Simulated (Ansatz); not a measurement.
Consider the formal hydrolysis of a C–C bond: `C/C(O)=C/N` + H₂O → `NC=C(O)O` + CH₄.

Computed with Ansatz on PBE0-D4/def2-TZVP structures; ΔE is electronic, products minus reactants. CCSD(T)/CBS is the MP2 limit (def2-TZVPP, def2-QZVPP) plus CCSD(T) − MP2 in def2-TZVPP, frozen cores. This one scheme is used for every species. Functionals use def2-TZVPP. HSE06 is defined as in plane-wave codes. One conformer a species, not always the lowest.

`C/C(O)=C/N`:

Cartesian coordinates in Å:
```
C 0.826 0.573 1.511
C 0.095 -0.137 0.435
O -0.351 -1.357 0.791
C -0.131 0.339 -0.795
N -0.858 -0.496 -1.697
H 1.692 -0.012 1.830
H 1.164 1.551 1.168
H 0.182 0.704 2.384
H -0.801 -1.687 -0.010
H 0.226 1.321 -1.087
H -0.321 -0.731 -2.523
H -1.722 -0.068 -2.007
```

H₂O:

```xyz
3

O     0.144   -0.215    0.291
H    -0.706    0.229    0.259
H     0.562   -0.014   -0.549
```

`NC=C(O)O`:

Cartesian coordinates in Å:
```
N 0.924 -0.911 -0.693
C 0.093 -0.449 0.370
C -0.534 0.720 0.162
O -0.395 1.413 -0.962
O -1.358 1.347 1.009
H 1.896 -0.999 -0.425
H 0.622 -1.798 -1.076
H -0.033 -1.003 1.296
H 0.218 0.863 -1.487
H -1.433 0.816 1.808
```

CH₄:

```xyz
5

C     0.000    0.000    0.000
H    -0.304    0.887   -0.555
H     0.411   -0.737   -0.690
H    -0.865   -0.423    0.511
H     0.758    0.273    0.734
```

```json
{"level": "r2SCAN-D4", "ΔE (kJ/mol)": "10.1", "difference from CCSD(T)/CBS": "-18.8"}
{"level": "B97M-V", "ΔE (kJ/mol)": "9.7", "difference from CCSD(T)/CBS": "-19.2"}
{"level": "HSE06-D4", "ΔE (kJ/mol)": "14.8", "difference from CCSD(T)/CBS": "-14.1"}
{"level": "ωB97X-V", "ΔE (kJ/mol)": "14.1", "difference from CCSD(T)/CBS": "-14.8"}
{"level": "revPBE", "ΔE (kJ/mol)": "10.6", "difference from CCSD(T)/CBS": "-18.3"}
{"level": "r2SCAN", "ΔE (kJ/mol)": "9.4", "difference from CCSD(T)/CBS": "-19.5"}
{"level": "r2SCANh", "ΔE (kJ/mol)": "10.5", "difference from CCSD(T)/CBS": "-18.4"}
{"level": "MP2/def2-QZVPP", "ΔE (kJ/mol)": "30.0", "difference from CCSD(T)/CBS": "1.1"}
{"level": "SCS-MP2/def2-QZVPP", "ΔE (kJ/mol)": "27.6", "difference from CCSD(T)/CBS": "-1.3"}
{"level": "CCSD/CBS(def2)", "ΔE (kJ/mol)": "28.5", "difference from CCSD(T)/CBS": "-0.4"}
{"level": "CCSD(T)/CBS", "ΔE (kJ/mol)": "28.9", "difference from CCSD(T)/CBS": "0"}
```

**Question.** What do rigid-rotor, harmonic-oscillator terms from PBE0-D4/def2-TZVP frequencies (298.15 K, 1 bar) make of the CCSD(T)/CBS value? (Best estimate.)

**Answer.** Computed: ΔZPE = +0.8 kJ/mol, ΔH = +28.4 kJ/mol, ΔS = -13 J/(mol·K), ΔG = +32.1 kJ/mol.

Largest T1 diagnostic among the species: 0.012.

In def2-TZVPP, CCSD(T) changes the Hartree–Fock value by +12.9 kJ/mol (the triples alone add +0.3 kJ/mol) and MP2 by +16.1 kJ/mol. From BLYP to BHLYP (50 % exact exchange), in def2-TZVPP and without D4, ΔE moves by +3.1 kJ/mol. Leaving LDA and LC-ωPBE aside and taking each functional with its dispersion term where it has one, the values, not all of them listed here, spread over 8.8 kJ/mol, from B97M-V to PBE-QIDH.

CCSD(T)/CBS has its own doubt, a few kJ/mol and more with outer-core shells, so smaller differences from it don't rank the levels.
